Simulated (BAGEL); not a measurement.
**doublet [C4H6]+: levels of theory compared**

Wanted: a comparison of 3 runs (UHF/STO-3G, ROHF/6-31G*, UHF/6-31G*) of doublet [C4H6]+. 

Program for the calculation: BAGEL 1.2.2.

16 further runs of the same task are left out: 2 that didn't finish, 14 set aside as unsound or not needed.

## 1. The system as given

The species is [C4H6]+ (10 atoms), meant as a doublet with charge +1. SMILES of the parent species: `[CH2]/C=C/[CH2]`. The shape is that of a GFN2-xTB optimisation. That shape belongs to the parent species and isn't relaxed for this state.

Bond lengths: C1–C2 1.433 Å, C2–C3 1.386 Å, C3–C4 1.367 Å, C1–H5 1.076 Å, C1–H6 1.077 Å, C2–H7 1.090 Å, C3–H8 1.083 Å, C4–H9 1.076 Å, C4–H10 1.074 Å. Some angles: C1–C2–C3 125.1°, C2–C3–C4 124.3°, C1–C2–H7 117.9°, C3–C2–H7 117.0°, C2–C1–H5 121.3°, C2–C1–H6 121.3°, C2–C3–H8 117.2°, C4–C3–H8 118.5°, C3–C4–H9 121.2°, C3–C4–H10 121.5°.

## 2. A single-point energy at UHF/STO-3G (density fitting with qzvpp-jkfit) (run 1)

The input, calc.json:

```json
{ "bagel" : [

{
  "title" : "molecule",
  "basis" : "sto-3g",
  "df_basis" : "qzvpp-jkfit",
  "angstrom" : true,
  "geometry" : [
    { "atom" : "C", "xyz" : [   -1.536390,    0.695750,   -0.865840 ] },
    { "atom" : "C", "xyz" : [   -0.337380,    0.574810,   -0.089560 ] },
    { "atom" : "C", "xyz" : [    0.370720,   -0.600790,    0.105730 ] },
    { "atom" : "C", "xyz" : [    1.512930,   -0.698270,    0.849660 ] },
    { "atom" : "H", "xyz" : [   -1.501540,    0.935600,   -1.914110 ] },
    { "atom" : "H", "xyz" : [   -2.508100,    0.586720,   -0.414280 ] },
    { "atom" : "H", "xyz" : [    0.053810,    1.473290,    0.386830 ] },
    { "atom" : "H", "xyz" : [   -0.015240,   -1.495410,   -0.367010 ] },
    { "atom" : "H", "xyz" : [    1.934940,    0.162690,    1.338890 ] },
    { "atom" : "H", "xyz" : [    2.026240,   -1.634380,    0.969680 ] }
  ]
},
{
  "title" : "uhf",
  "charge" : 1,
  "nopen" : 1
},
{
  "title" : "print",
  "file" : "orbitals.molden",
  "orbitals" : true
}

]}
```

Started as:

```console
$ BAGEL_NUM_THREADS=1 BAGEL calc.json > calc.out
```

The log of the run:

```text
* using 1 threads per process

  ===============================================================
  ===============================================================

  *** Geometry ***

  { "atom" : "C", "xyz" : [     -2.903356,      1.314777,     -1.636200 ] },
  { "atom" : "C", "xyz" : [     -0.637556,      1.086233,     -0.169244 ] },
  { "atom" : "C", "xyz" : [      0.700559,     -1.135329,      0.199801 ] },
[... 6 lines of this table left out ...]
  { "atom" : "H", "xyz" : [      3.829039,     -3.088531,      1.832430 ] },

  Number of auxiliary basis functions:      408

  Since a DF basis is specified, we compute 2- and 3-index integrals:
    o Being stored without compression. Storage requirement is 0.002 GB

  Number of basis functions:       26
  Number of electrons      :       30

    * METHOD: MOLECULE                             0.16

  *** Open-shell HF ***

  === Nuclear Repulsion ===
   102.9465174538

      * DIIS with orbital gradients will be used.

  === UHF iteration (sto-3g) ===
      0       -152.64260838          0.02720976           0.02
      1       -152.71137218          0.01168552           0.02
      2       -152.72684519          0.00555333           0.02
[... 45 lines of this table left out ...]
     48       -152.76135283          0.00000001           0.03
    * SCF iteration converged.

    * S^2 (UHF) is 0.7679

    * Permanent dipole moment:
           (   -0.586110,    -0.088517,    -0.414855) a.u.

    * METHOD: UHF                                  1.16

    * METHOD: PRINT                                0.00

  ===============================================================
```

Wall time 1.6 s (1 thread of Intel Xeon Platinum 8259CL at 2.50GHz (Skylake/Cascade Lake), shared host).

## 3. The energy at ROHF/6-31G(d) (density fitting with qzvpp-jkfit, spherical functions) (run 2)

The input, hf.json:

```json
{ "bagel" : [

{
  "title" : "molecule",
  "basis" : "6-31gs.json",
  "df_basis" : "qzvpp-jkfit",
  "angstrom" : true,
  "geometry" : [
    { "atom" : "C", "xyz" : [   -1.536390,    0.695750,   -0.865840 ] },
    { "atom" : "C", "xyz" : [   -0.337380,    0.574810,   -0.089560 ] },
    { "atom" : "C", "xyz" : [    0.370720,   -0.600790,    0.105730 ] },
    { "atom" : "C", "xyz" : [    1.512930,   -0.698270,    0.849660 ] },
    { "atom" : "H", "xyz" : [   -1.501540,    0.935600,   -1.914110 ] },
    { "atom" : "H", "xyz" : [   -2.508100,    0.586720,   -0.414280 ] },
    { "atom" : "H", "xyz" : [    0.053810,    1.473290,    0.386830 ] },
    { "atom" : "H", "xyz" : [   -0.015240,   -1.495410,   -0.367010 ] },
    { "atom" : "H", "xyz" : [    1.934940,    0.162690,    1.338890 ] },
    { "atom" : "H", "xyz" : [    2.026240,   -1.634380,    0.969680 ] }
  ]
},
{ "title" : "rohf", "charge" : 1, "nopen" : 1 },
{ "title" : "print", "file" : "orbitals.molden", "orbitals" : true }

]}
```

The basis set 6-31G* is read from a file made from the Basis Set Exchange's data (not shown).

Started as:

```console
$ BAGEL_NUM_THREADS=1 BAGEL hf.json > hf.out
```

The log of the run:

```text
* using 1 threads per process

  ===============================================================
  ===============================================================

  *** Geometry ***

  { "atom" : "C", "xyz" : [     -2.903356,      1.314777,     -1.636200 ] },
  { "atom" : "C", "xyz" : [     -0.637556,      1.086233,     -0.169244 ] },
  { "atom" : "C", "xyz" : [      0.700559,     -1.135329,      0.199801 ] },
[... 6 lines of this table left out ...]
  { "atom" : "H", "xyz" : [      3.829039,     -3.088531,      1.832430 ] },

  Number of auxiliary basis functions:      408

  Since a DF basis is specified, we compute 2- and 3-index integrals:
    o Being stored without compression. Storage requirement is 0.015 GB

  Number of basis functions:       68
  Number of electrons      :       30

    * METHOD: MOLECULE                             0.32

  *** Open-shell HF ***

  === Nuclear Repulsion ===
   102.9465174538

      * DIIS with orbital gradients will be used.

  === ROHF iteration (6-31gs.json) ===
      0       -154.51123815          0.02771684           0.10
      1       -154.59540483          0.00821159           0.09
      2       -154.60375359          0.00313055           0.08
[... 15 lines of this table left out ...]
     18       -154.60544087          0.00000000           0.10
    * SCF iteration converged.

    * S^2 (ROHF) is 0.7500

    * Permanent dipole moment:
           (   -0.559627,    -0.069632,    -0.392204) a.u.

    * METHOD: ROHF                                 2.04

    * METHOD: PRINT                                0.02

  ===============================================================
```

Run time: 2.7 s. Hardware: 1 thread of Intel Xeon Platinum 8259CL at 2.50GHz (Skylake/Cascade Lake), shared host.

## 4. A single-point energy at UHF/6-31G(d) (density fitting with qzvpp-jkfit, spherical functions) (run 3)

The input, calc.json:

```json
{ "bagel": [

{
  "title": "molecule",
  "basis": "6-31gs.json",
  "df_basis": "qzvpp-jkfit",
  "angstrom": true,
  "geometry": [
    { "atom": "C", "xyz": [      -1.536390,       0.695750,      -0.865840 ] },
    { "atom": "C", "xyz": [      -0.337380,       0.574810,      -0.089560 ] },
    { "atom": "C", "xyz": [       0.370720,      -0.600790,       0.105730 ] },
    { "atom": "C", "xyz": [       1.512930,      -0.698270,       0.849660 ] },
    { "atom": "H", "xyz": [      -1.501540,       0.935600,      -1.914110 ] },
    { "atom": "H", "xyz": [      -2.508100,       0.586720,      -0.414280 ] },
    { "atom": "H", "xyz": [       0.053810,       1.473290,       0.386830 ] },
    { "atom": "H", "xyz": [      -0.015240,      -1.495410,      -0.367010 ] },
    { "atom": "H", "xyz": [       1.934940,       0.162690,       1.338890 ] },
    { "atom": "H", "xyz": [       2.026240,      -1.634380,       0.969680 ] }
  ]
},

{
  "title": "uhf",
  "charge": 1,
  "nopen": 1
},

{
  "title": "print",
  "file": "orbitals.molden",
  "orbitals": true
}

]}
```

The basis set 6-31G* is read from a file made from the Basis Set Exchange's data (not shown).

Started as:

```console
$ BAGEL_NUM_THREADS=1 BAGEL calc.json > calc.out
```

The log of the run:

```text
* using 1 threads per process

  ===============================================================
  ===============================================================

  *** Geometry ***

  { "atom" : "C", "xyz" : [     -2.903356,      1.314777,     -1.636200 ] },
  { "atom" : "C", "xyz" : [     -0.637556,      1.086233,     -0.169244 ] },
  { "atom" : "C", "xyz" : [      0.700559,     -1.135329,      0.199801 ] },
[... 6 lines of this table left out ...]
  { "atom" : "H", "xyz" : [      3.829039,     -3.088531,      1.832430 ] },

  Number of auxiliary basis functions:      408

  Since a DF basis is specified, we compute 2- and 3-index integrals:
    o Being stored without compression. Storage requirement is 0.015 GB

  Number of basis functions:       68
  Number of electrons      :       30

    * METHOD: MOLECULE                             0.40

  *** Open-shell HF ***

  === Nuclear Repulsion ===
   102.9465174538

      * DIIS with orbital gradients will be used.

  === UHF iteration (6-31gs.json) ===
      0       -154.51123815          0.02771684           0.12
      1       -154.59926460          0.00815900           0.11
      2       -154.60796998          0.00310515           0.11
[... 47 lines of this table left out ...]
     50       -154.60990371          0.00000001           0.08
    * SCF iteration converged.

    * S^2 (UHF) is 0.7665

    * Permanent dipole moment:
           (   -0.558132,    -0.069729,    -0.391235) a.u.

    * METHOD: UHF                                  5.34

    * METHOD: PRINT                                0.02

  ===============================================================
```

Run time: 6.3 s. Hardware: 1 thread of Intel Xeon Platinum 8259CL at 2.50GHz (Skylake/Cascade Lake), shared host.

## 5. Overview of the runs

```csv
run,level,energy (Eh),⟨S²⟩,wall time
1,UHF/STO-3G (density fitting with qzvpp-jkfit),-152.761353,0.768,1.6 s
2,"ROHF/6-31G* (density fitting with qzvpp-jkfit, spherical functions)",-154.605441,0.750,2.7 s
3,"UHF/6-31G* (density fitting with qzvpp-jkfit, spherical functions)",-154.609904,0.766,6.3 s
```

## 6. Results

```
           quantity          value
run 3: total energy  -154.60990 Eh
        run 3: ⟨S²⟩          0.766
```

In words: In run 1 the basis is minimal, so the values are rough. All runs together took 11 s, the longest 6.3 s.
